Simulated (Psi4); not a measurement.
Reaction (SMILES): CO (CH3-OH) + [H][H] (H2) → C (CH4) + O (H2O)
B3LYP-D3(BJ)/def2-TZVP geometries, fixed; electronic energies without zero-point terms.

Basis-set convergence of the energy of full hydrogenation at PBE with Psi4. Cartesian d functions, on some or all atoms, in 6-31G**; all else is spherical. Density fitting with the program's default auxiliary sets. Psi4's default fitting sets serve the pcseg sets less well. No added dispersion term, no relativity. Functions are those of the species that has most. Reference: the value in def2-QZVPPD, -29.68 kcal/mol, itself unsure by roughly 0.58 kcal/mol (its mean distance from def2-QZVPP, cc-pVQZ). Deviations are taken from unrounded values.

| basis | functions | energy of full hydrogenation (kcal/mol) | minus reference (kcal/mol) |
|---|---|---|---|
| STO-3G | 14 | -8.12 | 21.57 |
| 3-21G | 26 | -18.19 | 11.50 |
| pcseg-0 | 26 | -22.71 | 6.97 |
| def2-SV(P) | 36 | -18.07 | 11.62 |
| def2-SVP | 48 | -24.80 | 4.88 |
| 6-31G** | 50 | -25.18 | 4.51 |
| def2-SVPD | 75 | -29.85 | -0.16 |
| aug-pcseg-1 | 82 | -28.54 | 1.14 |
| def2-TZVPD | 113 | -28.92 | 0.76 |
| def2-TZVPP | 118 | -29.00 | 0.68 |
| aug-cc-pVTZ | 184 | -29.61 | 0.08 |
| pcseg-3 | 252 | -29.61 | 0.07 |
| def2-QZVPPD | 261 | -29.68 | 0.00 |
